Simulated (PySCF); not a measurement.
Compound: C3H9S (charge +1).
Cartesian coordinates in Å at the PBE0-D3(BJ)/def2-SVP level; atoms count from 1:
```xyz
13
C3H9S angstrom
C     -0.390    1.549    0.354
S     -0.159   -0.161    0.849
C      1.524   -0.510    0.331
C     -1.147   -1.068   -0.345
H     -0.141    1.686   -0.707
H      0.257    2.163    0.996
H     -1.440    1.805    0.551
H      1.657   -0.293   -0.738
H      1.717   -1.570    0.547
H      2.188    0.112    0.947
H     -0.883   -0.779   -1.371
H     -0.959   -2.137   -0.176
H     -2.201   -0.848   -0.129
```

Method used: core-valence-separated Tamm–Dancoff BHandHLYP/aug-pcX-1 (pcseg-1 on H, def2-SVPD on S) in PySCF, non-relativistic, gas phase, PBE0-D3(BJ)/def2-SVP geometry. No empirical shift is added; at this level the pattern usually sits a few eV under experiment.

The lowest roots of each edge with f over 0.003 (five at most, numbered afresh; weaker and dark ones are left out), with transition dipoles (au) in the frame of the coordinates:

| root | edge | E (eV) | μx | μy | μz |
| --- | --- | --- | --- | --- | --- |
| 1 | C | 285.00 | -0.0635 | -0.0740 | -0.0314 |
| 2 | C | 285.00 | 0.0769 | -0.0675 | 0.0034 |
| 3 | C | 285.01 | -0.0176 | -0.0156 | 0.0651 |
| 4 | C | 287.27 | -0.0097 | -0.0093 | -0.0210 |
| 5 | C | 287.27 | -0.0060 | -0.0210 | 0.0123 |

Problem. What are the oscillator strengths?

Solution. f = (2/3) ΔE |μ|², with ΔE in hartree (27.2114 eV):

| root | ΔE (Eh) | \|μ\|² (au) | f | core hole on |
| --- | --- | --- | --- | --- |
| 1 | 10.4737 | 0.010481 | 0.073 | C1/C3/C4 |
| 2 | 10.4737 | 0.010492 | 0.073 | C1/C3/C4 |
| 3 | 10.4740 | 0.004793 | 0.034 | C1/C3/C4 |
| 4 | 10.5568 | 0.000623 | 0.004 | C1/C3/C4 |
| 5 | 10.5568 | 0.000627 | 0.004 | C1/C3/C4 |

Problem. Molecules are fixed in this frame and the field points along (0, 1, 1)/√2. What effective strengths 3 f cos²θ do the roots have (θ between field and μ)?

Solution. root 1 (C1/C3/C4): 0.116, root 2 (C1/C3/C4): 0.043, root 3 (C1/C3/C4): 0.026, root 4 (C1/C3/C4): 0.010, root 5 (C1/C3/C4): 0.001. Root 1 is the strongest. Averaged over all orientations cos²θ is 1/3, which gives f back. For degenerate partners only the sum has meaning, as the program may mix them freely.

